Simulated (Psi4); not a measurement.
# One shape, several levels: triplet CH5BO

Wanted: a comparison of 3 runs (UB3LYP/aug-cc-pVDZ, UM06-2X/aug-cc-pVDZ, UPBE0/aug-cc-pVDZ) of triplet CH5BO. 

Program for the calculation: Psi4 1.11.

1 further run of the same task is left out (set aside as unsound or not needed).

## Step 1: The molecule

CH5BO has 8 atoms, charge 0, and is taken as a triplet. SMILES of the parent species: `[H]B([H])OC`. The coordinates come from a GFN2-xTB relaxation. That shape belongs to the parent species and isn't relaxed for this state.

Bond lengths: B1–O4 1.321 Å, O4–C5 1.404 Å, B1–H2 1.183 Å, B1–H3 1.172 Å, C5–H6 1.092 Å, C5–H7 1.093 Å, C5–H8 1.094 Å. Angles: B1–O4–C5 124.9°, H2–B1–O4 122.5°, H3–B1–O4 115.3°, O4–C5–H6 108.6°, O4–C5–H7 108.8°, O4–C5–H8 111.9°, H2–B1–H3 122.2°, H6–C5–H7 108.8°, H6–C5–H8 109.5°, H7–C5–H8 109.3°.

## Step 2: Energy and gradient at UB3LYP/aug-cc-pVDZ (run 1)

input.json reads:

```json
{
 "schema_name": "qcschema_input",
 "schema_version": 1,
 "molecule": {
  "schema_name": "qcschema_molecule",
  "schema_version": 2,
  "symbols": ["B", "H", "H", "O", "C", "H", "H", "H"],
  "geometry": [0.8231836, 1.90157471, 1.49420645, 2.96550941, 1.45764025, 1.03902812, 0.22194833, 3.54837654, 2.84800624, -1.05669705, 0.58660878, 0.51166225, -0.77238776, -1.46529364, -1.14702596, -1.89783305, -1.10448823, -2.83959696, -1.48660975, -3.16933527, -0.22412152, 1.20286737, -1.75508314, -1.6821775],
  "molecular_charge": 0,
  "molecular_multiplicity": 3,
  "fix_symmetry": "c1",
  "fix_com": true,
  "fix_orientation": true
 },
 "driver": "gradient",
 "model": {
  "method": "b3lyp",
  "basis": "aug-cc-pVDZ"
 },
 "keywords": {
  "reference": "uks",
  "puream": true,
  "e_convergence": 1e-09,
  "d_convergence": 1e-08,
  "scf_type": "pk",
  "dft_radial_points": 99,
  "dft_spherical_points": 590,
  "maxiter": 200,
  "scf_properties": ["QUADRUPOLE", "WIBERG_LOWDIN_INDICES", "DIPOLE"]
 }
}
```

Started as:

```bash
$ psi4 --qcschema input.json -n 1 --memory 1600MB
```

stdout:

```text
[...]
  Running in c1 symmetry.
[...]
  Nuclear repulsion =   70.900486189169953
[...]
  Multiplicity = 3
[...]
  Nalpha       = 13
  Nbeta        = 11
[...]
    Number of basis functions: 114
[...]
   @UKS iter   1:  -140.75622687077447   -2.35432e-01   6.03486e-03 ADIIS/DIIS
[...]
   @UKS iter  16:  -141.01337295320585   -6.45173e-12   3.51328e-09 DIIS
[...]
   @S^2 Observed:                2.004652164E+00
[...]
  @UKS Final Energy:  -141.01337295320585
   => Energetics <=
    Nuclear Repulsion Energy =             70.9004861891699534
    One-Electron Energy =                -330.1238520898324396
    Two-Electron Energy =                 134.3090135441748316
    DFT Exchange-Correlation Energy =     -16.0990205967181979
    Empirical Dispersion Energy =           0.0000000000000000
    VV10 Nonlocal Energy =                  0.0000000000000000
    Total Energy =                       -141.0133729532058453
[...]
  -Total Gradient:
     Atom            X                  Y                   Z
    ------   -----------------  -----------------  -----------------
       1        0.010706349306    -0.012487500792    -0.011484230714
       2       -0.027061466582    -0.002085831781    -0.000714909396
       3       -0.007680769411    -0.028599307430    -0.022371807558
       4        0.003452758270     0.025991446601     0.022347247507
       5        0.021683974236     0.015706805775     0.009842183149
       6        0.000825778834     0.000196731051     0.004705577192
       7        0.000041110139     0.004631191155    -0.001232641195
       8       -0.001963509329    -0.003347119922    -0.001085910093
[...]
```

The result, in JSON:

```text
{
 "driver": "gradient",
 "model": {
  "method": "b3lyp",
  "basis": "aug-cc-pVDZ"
 },
 "success": true,
 "return_result": [0.010706349305809937, -0.012487500791823552, -0.011484230713934354, -0.027061466582127658, -0.0020858317814361725, -0.0007149093963538244, -0.0076807694114776545, -0.028599307430173054, -0.022371807558212636, 0.003452758269737899, 0.02599144660129836, 0.022347247507082068, 0.021683974235651604, 0.01570680577516081, 0.009842183148587917, 0.0008257788339655972, 0.00019673105053748946, 0.0047055771920143374, 4.111013933907198e-05, 0.004631191154996425, -0.001232641194710414, -0.0019635093286747562, -0.0033471199223147063, -0.0010859100927198065],
 "properties": {
  "calcinfo_nbasis": 114,
  "calcinfo_nmo": 114,
  "calcinfo_nalpha": 13,
  "calcinfo_nbeta": 11,
  "calcinfo_natom": 8,
  "nuclear_repulsion_energy": 70.90048618916995,
  "return_energy": -141.01337295320585,
  "return_gradient": [0.010706349305809937, -0.012487500791823552, -0.011484230713934354, -0.027061466582127658, -0.0020858317814361725, -0.0007149093963538244, -0.0076807694114776545, -0.028599307430173054, -0.022371807558212636, 0.003452758269737899, 0.02599144660129836, 0.022347247507082068, 0.021683974235651604, 0.01570680577516081, 0.009842183148587917, 0.0008257788339655972, 0.00019673105053748946, 0.0047055771920143374, 4.111013933907198e-05, 0.004631191154996425, -0.001232641194710414, -0.0019635093286747562, -0.0033471199223147063, -0.0010859100927198065],
  "scf_one_electron_energy": -330.12385208983244,
  "scf_two_electron_energy": 134.30901354417483,
  "scf_xc_energy": -16.099020596718198,
  "scf_dipole_moment": [-0.19275317674142833, -0.7456124469414736, -0.6039776457905122],
  "scf_total_energy": -141.01337295320585,
  "scf_total_gradient": [0.010706349305809937, -0.012487500791823552, -0.011484230713934354, -0.027061466582127658, -0.0020858317814361725, -0.0007149093963538244, -0.0076807694114776545, -0.028599307430173054, -0.022371807558212636, 0.003452758269737899, 0.02599144660129836, 0.022347247507082068, 0.021683974235651604, 0.01570680577516081, 0.009842183148587917, 0.0008257788339655972, 0.00019673105053748946, 0.0047055771920143374, 4.111013933907198e-05, 0.004631191154996425, -0.001232641194710414, -0.0019635093286747562, -0.0033471199223147063, -0.0010859100927198065],
  "scf_iterations": 16
 }
}
```

Run time: 47 s. Hardware: 1 thread of Intel Xeon 6975P-C (Granite Rapids), shared host; peak memory 0.68 GiB.

## Step 3: Energy and forces at UM06-2X/aug-cc-pVDZ (run 2)

ch5bo.xyz reads:

```xyz
8
CH5BO
B      0.435610     1.006270     0.790700
H      1.569280     0.771350     0.549830
H      0.117450     1.877720     1.507100
O     -0.559180     0.310420     0.270760
C     -0.408730    -0.775400    -0.606980
H     -1.004290    -0.584470    -1.502650
H     -0.786680    -1.677140    -0.118600
H      0.636530    -0.928750    -0.890170
```

ch5bo.py reads:

```python
import psi4

psi4.set_memory(1600000000)
psi4.set_num_threads(1)
psi4.set_output_file('psi4.out', False)

with open('ch5bo.xyz') as f:
    atoms = ''.join(f.readlines()[2:])
mol = psi4.geometry('0 3\n' + atoms + 'symmetry c1')

psi4.set_options({
    'basis': 'aug-cc-pVDZ',
    'reference': 'uks',
    'puream': True,
    'e_convergence': 1e-09,
    'd_convergence': 1e-08,
    'scf_type': 'pk',
    'dft_radial_points': 99,
    'dft_spherical_points': 590,
    'maxiter': 200,
})

e_tot, wfn = psi4.gradient("m06-2x", return_wfn=True)
psi4.oeprop(wfn, "MAYER_INDICES", "DIPOLE", "WIBERG_LOWDIN_INDICES", title="M06-2X")
print('gradient / Eh bohr^-1')
print(e_tot.np.round(6))
print(f'energy = {wfn.energy():.10f} Eh')
```

Started as:

```bash
$ python ch5bo.py
```

psi4.out:

```text
[...]
  Running in c1 symmetry.
[...]
  Nuclear repulsion =   70.900486154838845
[...]
  Multiplicity = 3
[...]
  Nalpha       = 13
  Nbeta        = 11
[...]
    Number of basis functions: 114
[...]
   @UKS iter   1:  -140.77648669686019   -3.41231e-01   4.62104e-03 DIIS/ADIIS
[...]
   @UKS iter  17:  -140.92996892797356   -1.84457e-11   5.47123e-09 DIIS
[...]
   @S^2 Observed:                2.006797531E+00
[...]
  @UKS Final Energy:  -140.92996892797356
   => Energetics <=
    Nuclear Repulsion Energy =             70.9004861548388448
    One-Electron Energy =                -330.1284314737586101
    Two-Electron Energy =                 127.8519345105872844
    DFT Exchange-Correlation Energy =      -9.5539581196411039
    Empirical Dispersion Energy =           0.0000000000000000
    VV10 Nonlocal Energy =                  0.0000000000000000
    Total Energy =                       -140.9299689279735617
[...]
  -Total Gradient:
     Atom            X                  Y                   Z
    ------   -----------------  -----------------  -----------------
       1        0.016429357840    -0.004715011127    -0.005519558429
       2       -0.028946953542    -0.002676224036    -0.001042576878
       3       -0.008562100992    -0.029578240394    -0.023150554282
       4        0.004140464755     0.023962386874     0.020666309941
       5        0.018772563873     0.013832216723     0.008571840990
       6        0.000052530228    -0.000052431116     0.002936898933
       7       -0.000469637070     0.002798736454    -0.000957520945
       8       -0.001351316667    -0.003533096448    -0.001482351440
[...]
```

Standard output:

```text
gradient / Eh bohr^-1
[[ 1.6429e-02 -4.7150e-03 -5.5200e-03]
 [-2.8947e-02 -2.6760e-03 -1.0430e-03]
 [-8.5620e-03 -2.9578e-02 -2.3151e-02]
 [ 4.1400e-03  2.3962e-02  2.0666e-02]
 [ 1.8773e-02  1.3832e-02  8.5720e-03]
 [ 5.3000e-05 -5.2000e-05  2.9370e-03]
 [-4.7000e-04  2.7990e-03 -9.5800e-04]
 [-1.3510e-03 -3.5330e-03 -1.4820e-03]]
energy = -140.9299689280 Eh
```

Run time: 89 s. Hardware: 1 thread of Intel Xeon 6975P-C (Granite Rapids), shared host; peak memory 0.69 GiB.

## Step 4: A single-point energy at UPBE0/aug-cc-pVDZ (run 3)

ch5bo.py reads:

```python
import psi4

psi4.set_memory(1600000000)
psi4.set_num_threads(1)
psi4.set_output_file('run.log', False)

geom = psi4.geometry("""
0 3
B      0.82318360     1.90157471     1.49420645
H      2.96550941     1.45764025     1.03902812
H      0.22194833     3.54837654     2.84800624
O     -1.05669705     0.58660878     0.51166225
C     -0.77238776    -1.46529364    -1.14702596
H     -1.89783305    -1.10448823    -2.83959696
H     -1.48660975    -3.16933527    -0.22412152
H      1.20286737    -1.75508314    -1.68217750
units bohr
symmetry c1
""")

options = {'reference': 'uks', 'puream': True, 'e_convergence': 1e-09, 'd_convergence': 1e-08, 'scf_type': 'pk', 'dft_radial_points': 99, 'dft_spherical_points': 590, 'maxiter': 200}
psi4.set_options(options)

energy_value, wavefunction = psi4.energy('pbe0/aug-cc-pVDZ', return_wfn=True)
print(f'pbe0/aug-cc-pVDZ energy: {energy_value:.10f} Eh')
for k, v in sorted(psi4.core.scalar_variables().items()):
    print(f'{k:45s} {v:18.10f}')
```

Started as:

```bash
$ python ch5bo.py
```

run.log:

```text
[...]
  Running in c1 symmetry.
[...]
  Nuclear repulsion =   70.900486189169953
[...]
  Multiplicity = 3
[...]
  Nalpha       = 13
  Nbeta        = 11
[...]
    Number of basis functions: 114
[...]
   @UKS iter   1:  -140.62322028315936   -2.83979e-01   5.47898e-03 DIIS/ADIIS
[...]
   @UKS iter  15:  -140.83460133876906   -9.13758e-11   7.09105e-09 DIIS
[...]
   @S^2 Observed:                2.004939735E+00
[...]
  @UKS Final Energy:  -140.83460133876906
   => Energetics <=
    Nuclear Repulsion Energy =             70.9004861891699534
    One-Electron Energy =                -330.1547590345192020
    Two-Electron Energy =                 133.3857712601432866
    DFT Exchange-Correlation Energy =     -14.9660997535631104
    Empirical Dispersion Energy =           0.0000000000000000
    VV10 Nonlocal Energy =                  0.0000000000000000
    Total Energy =                       -140.8346013387690618
[...]
 Multipole Moments:
 ------------------------------------------------------------------------------------
     Multipole            Electronic (a.u.)      Nuclear  (a.u.)        Total (a.u.)
 ------------------------------------------------------------------------------------
 L = 1.  Multiply by 2.5417464519 to convert [e a0] to [Debye]
 Dipole X            :         -0.9734542            0.8038030           -0.1696512
 Dipole Y            :          1.2649379           -1.9912744           -0.7263365
 Dipole Z            :          1.0396885           -1.6281942           -0.5885057
 Magnitude           :                                                    0.9500975
[...]
```

On the terminal:

```text
pbe0/aug-cc-pVDZ energy: -140.8346013388 Eh
CURRENT ENERGY                                   -140.8346013388
CURRENT REFERENCE ENERGY                         -140.8346013388
DD SOLVATION ENERGY                                 0.0000000000
DFT FUNCTIONAL TOTAL ENERGY                      -140.8346013388
DFT TOTAL ENERGY                                 -140.8346013388
DFT VV10 ENERGY                                     0.0000000000
DFT XC ENERGY                                     -14.9660997536
GRID ELECTRONS ALPHA                               13.0000059078
GRID ELECTRONS BETA                                11.0000002161
GRID ELECTRONS TOTAL                               24.0000061239
NUCLEAR REPULSION ENERGY                           70.9004861892
ONE-ELECTRON ENERGY                              -330.1547590345
PCM POLARIZATION ENERGY                             0.0000000000
PE ENERGY                                           0.0000000000
SCF ITERATION ENERGY                             -140.8346013388
SCF ITERATIONS                                     15.0000000000
SCF TOTAL ENERGY                                 -140.8346013388
TWO-ELECTRON ENERGY                               133.3857712601
XC GRID RADIAL POINTS                              99.0000000000
XC GRID SPHERICAL POINTS                          590.0000000000
XC GRID TOTAL POINTS                           447582.0000000000
```

Run time: 37 s. Hardware: 1 thread of Intel Xeon 6975P-C (Granite Rapids), shared host; peak memory 0.68 GiB.

## Step 5: All runs side by side

```tsv
run	level	task	energy (Eh)	dipole moment (D)	HOMO energy (eV)	⟨S²⟩	wall time
1	UB3LYP/aug-cc-pVDZ	gradient	-141.013373	2.49	-2.89	2.005	47 s
2	UM06-2X/aug-cc-pVDZ	gradient	-140.929969	2.25	-3.88	2.007	89 s
3	UPBE0/aug-cc-pVDZ	energy	-140.834601	2.41	-3.15	2.005	37 s
```

## Step 6: What came out

| quantity | value |
| --- | --- |
| run 3: total energy | -140.83460 Eh |
| run 3: dipole moment | 2.41 D |
| run 3: HOMO energy (highest over α and β) | -3.15 eV |
| run 3: ⟨S²⟩ | 2.005 |

In words: The dipole moment (its size) runs from 2.25 D (UM06-2X/aug-cc-pVDZ) to 2.49 D (UB3LYP/aug-cc-pVDZ). Totals of different functionals can't be ranked against each other. All runs together took 2.9 min, the longest 89 s.
